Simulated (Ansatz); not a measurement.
Geometry optimisation, Ansatz, RKS BLYP/def2-SVP.

Input:

```yaml
crystal:
  periodic: [false, false, false]
  atoms:
    - { symbol: Si, position_ang: [0.0, 0.0, 0.0] }
    - { symbol: "N", position_ang: [0.0, 0.0, 2.17] }
    - { symbol: H, position_ang: [-0.877, -0.2713, 2.7] }
    - { symbol: H, position_ang: [0.877, 0.2713, 2.7] }
    - { symbol: H, position_ang: [1.3768, 0.0, -0.4862] }
    - { symbol: H, position_ang: [-0.6877, 1.1914, -0.4862] }
    - { symbol: H, position_ang: [-0.6877, -1.1914, -0.4862] }
    - { symbol: O, position_ang: [1.0334, -1.5693, 0.6243] }
    - { symbol: H, position_ang: [0.4671, -2.4013, 0.5398] }
    - { symbol: H, position_ang: [0.6708, -1.0187, 1.7475] }
basis:
  gaussian: { orbitals: def2-SVP }
hamiltonian:
  xc: blyp
relax:
  f_tol: 0.15
  max_steps: 25
  restrain:
    - { distance: [0, 7], at: 2.88, k: 30.0 }
    - { distance: [9, 1], at: 2.26, k: 30.0 }
    - { distance: [0, 1], at: 1.82, k: 30.0 }
    - { distance: [9, 7], at: 1.01, k: 30.0 }
```

Command:

```bash
$ ansatz run input.yaml --threads 2 --pin off --max-ram 3072MiB --backend cpu --events-out ev --progress --plain --runs-dir out
```

Problem. Where does it end, and by what steps?

Solution. It converged. The restraints hold the end off the free minimum. After 10 steps the energy has fallen by 2.512 eV (the restraints' own energy left out); H10 moved furthest, 0.93 Å. Parted: Si1–O8 (1.98 → 2.89 Å). Joined: O8–H10 (1.30 → 0.99 Å).

```json
{"step": "0", "energy less start (eV)": "0.0000", "largest force component (eV/Å)": "2.446", "accepted": "yes"}
{"step": "1", "energy less start (eV)": "-0.5038", "largest force component (eV/Å)": "2.470", "accepted": "yes"}
{"step": "2", "energy less start (eV)": "-0.9257", "largest force component (eV/Å)": "3.531", "accepted": "yes"}
{"step": "3", "energy less start (eV)": "-1.5201", "largest force component (eV/Å)": "2.724", "accepted": "yes"}
{"step": "4", "energy less start (eV)": "-2.2297", "largest force component (eV/Å)": "0.930", "accepted": "yes"}
{"step": "5", "energy less start (eV)": "-2.3023", "largest force component (eV/Å)": "1.636", "accepted": "yes"}
{"step": "6", "energy less start (eV)": "-2.3719", "largest force component (eV/Å)": "0.615", "accepted": "yes"}
{"step": "7", "energy less start (eV)": "-2.3875", "largest force component (eV/Å)": "0.824", "accepted": "yes"}
{"step": "8", "energy less start (eV)": "-2.4836", "largest force component (eV/Å)": "0.466", "accepted": "yes"}
{"step": "9", "energy less start (eV)": "-2.5061", "largest force component (eV/Å)": "0.725", "accepted": "yes"}
{"step": "10", "energy less start (eV)": "-2.5118", "largest force component (eV/Å)": "0.498", "accepted": "yes"}
```

```xyz
10
Properties=species:S:1:pos:R:3
Si -0.079 0.197 0.185
N -0.037 0.080 1.985
H -0.961 0.158 2.431
H 0.582 0.763 2.441
H 1.319 0.363 -0.306
H -0.865 1.406 -0.278
H -0.807 -0.990 -0.371
O 1.341 -2.256 0.744
H 0.597 -2.871 0.585
H 1.082 -1.839 1.607
```

Run time: 15 s on 2 threads of Arm Neoverse V2, with other jobs on the host, peak memory 0.12 GiB.
